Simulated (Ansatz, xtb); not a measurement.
Relative energy of two isomers of C3H5FO2

Structure X: `CO[C@@H]1O[C@H]1F`, a singlet. Structure Y: `CO[C@@H]1O[C@@H]1F`, a singlet. Both are isolated molecules in the gas phase, relaxed with B3LYP/def2-SVP; the shapes shown needn't be the lowest conformers.

X (Å):

```xyz
11

C    -0.1714    1.0442    0.7323
C     1.0616   -0.6292   -0.3344
C     1.4918   -2.0182   -0.2615
F     2.2606   -2.5398   -1.2455
O     0.8550    0.0679    0.8147
O     0.1776   -1.7400   -0.6076
H     0.0292    1.7724   -0.0759
H    -0.1926    1.5754    1.6931
H    -1.1553    0.5764    0.5548
H     1.2942   -0.0308   -1.2299
H     1.6661   -2.5293    0.6950
```

Y (Å):

```yaml
atoms:
  - { symbol: C, position_ang: [0.7249, 1.0501, 1.0694] }
  - { symbol: C, position_ang: [0.2644, -0.8781, -0.1622] }
  - { symbol: C, position_ang: [0.8343, -1.7855, -1.1561] }
  - { symbol: F, position_ang: [1.7078, -1.2967, -2.0606] }
  - { symbol: O, position_ang: [0.6301, 0.4288, -0.2018] }
  - { symbol: O, position_ang: [1.2814, -1.8546, 0.1557] }
  - { symbol: H, position_ang: [0.9604, 2.1086, 0.8963] }
  - { symbol: H, position_ang: [-0.2296, 0.9811, 1.6252] }
  - { symbol: H, position_ang: [1.5256, 0.5948, 1.6773] }
  - { symbol: H, position_ang: [-0.7028, -1.0848, 0.3259] }
  - { symbol: H, position_ang: [0.3145, -2.6672, -1.5569] }
```

Estimate which is lower in electronic energy at CCSD(T)/def2-SVP + ΔMP2/def2-TZVPP, and by roughly how much.

CCSD(T)/def2-SVP + ΔMP2/def2-TZVPP gives E(Y) − E(X) = +8.19 kJ/mol, slightly favouring structure X, which is too small a margin to settle the true order.

How the difference moves with the method:

```
                             level        geometry  E(Y) − E(X) (kJ/mol)  departure from the last row (kJ/mol)  job, with rough time for the two
                          GFN2-xTB        GFN2-xTB                  +11.93                                 +3.74              optimisation, 0.85 s
                         HF/STO-3G        GFN2-xTB                   +6.01                                 −2.18               single point, 2.5 s
                r2SCAN-D4/def2-SVP        GFN2-xTB                   +7.49                                 −0.70                single point, 13 s
                    B3LYP/def2-SVP  B3LYP/def2-SVP                   +8.11                                 −0.08             optimisation, 2.2 min
                       HF/def2-SVP  B3LYP/def2-SVP                   +9.92                                 +1.73           part of the CCSD(T) run
                      MP2/def2-SVP  B3LYP/def2-SVP                   +8.03                                 −0.16           part of the CCSD(T) run
                  CCSD(T)/def2-SVP  B3LYP/def2-SVP                   +7.89                                 −0.30                      single point
CCSD(T)/def2-SVP + ΔMP2/def2-TZVPP  B3LYP/def2-SVP                   +8.19                                                   single point, 2.7 min
```

As drawn, both hold the same kinds of bond in the same numbers.

The largest departure from CCSD(T)/def2-SVP + ΔMP2/def2-TZVPP is that of GFN2-xTB, 3.74 kJ/mol. The last row adds to CCSD(T) the change of the MP2 difference between the two basis sets, here +0.30 kJ/mol.

With harmonic frequencies from B3LYP/def2-SVP (ideal gas, rigid rotor, one conformer each, 298.15 K, 1 atm): on the last row, ΔE + ΔZPE = +8.54, ΔH = +8.39, ΔG = +8.56 kJ/mol.

The correlated steps freeze 6 core orbitals. Programs: Ansatz 0.2.0, xtb 6.7.1; the last row on 2 threads of AMD EPYC (Zen 3) on a shared host.
